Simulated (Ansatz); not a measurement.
# [NH2···H···SiH3], doublet: transfer scan

Starting geometry:

```yaml
atoms:
  - { symbol: N, position_ang: [-1.8600, -0.0118, -0.0184] }
  - { symbol: H, position_ang: [-2.1573, 0.9560, -0.0184] }
  - { symbol: H, position_ang: [-2.1573, -0.4141, 0.8618] }
  - { symbol: H, position_ang: [-0.8476, -0.0118, -0.0184] }
  - { symbol: Si, position_ang: [0.9610, -0.0118, -0.0184] }
  - { symbol: H, position_ang: [1.4109, -1.4281, -0.0184] }
  - { symbol: H, position_ang: [1.4109, 0.6963, -1.2449] }
  - { symbol: H, position_ang: [1.4110, 0.6963, 1.2081] }
```

From there H4 is moved from one fragment to the other while all else, the fragments' distance too, stays fixed; atoms are numbered as listed. Energies are in kcal/mol, counted from the starting geometry at the same level.

Basis cc-pVDZ; Ansatz 0.2.0. Correlated methods freeze the noble-gas cores. Prefix R: restricted or restricted open-shell reference; prefix U: unrestricted.

Full CI isn't at hand for all of this; UCCSDT(Q) serves as the reference, and is uncertain by about the last step of the cluster series. The frozen core follows each run's orbitals, which can shift R against U totals by a few meV.

```tsv
distance N1-H4 (Å)	RHF
1.012	0.0
1.065	2.4
1.170	10.6
1.276	16.1
1.381	16.6
```

Q: Estimate the UCCSDT(Q) curve in cc-pVDZ from this one, knowing how RHF errs.

A: The computed UCCSDT(Q) values, in kcal/mol from the starting point, and the error of RHF against them:
| distance N1-H4 (Å) | UCCSDT(Q) | RHF less UCCSDT(Q) |
| --- | --- | --- |
| 1.012 | 0.0 | 0.0 |
| 1.065 | 0.7 | 1.8 |
| 1.170 | 5.7 | 4.9 |
| 1.276 | 11.6 | 4.4 |
| 1.381 | 17.0 | -0.4 |

The error spans 5.3 kcal/mol and is largest, 4.9 kcal/mol, at 1.170 Å.
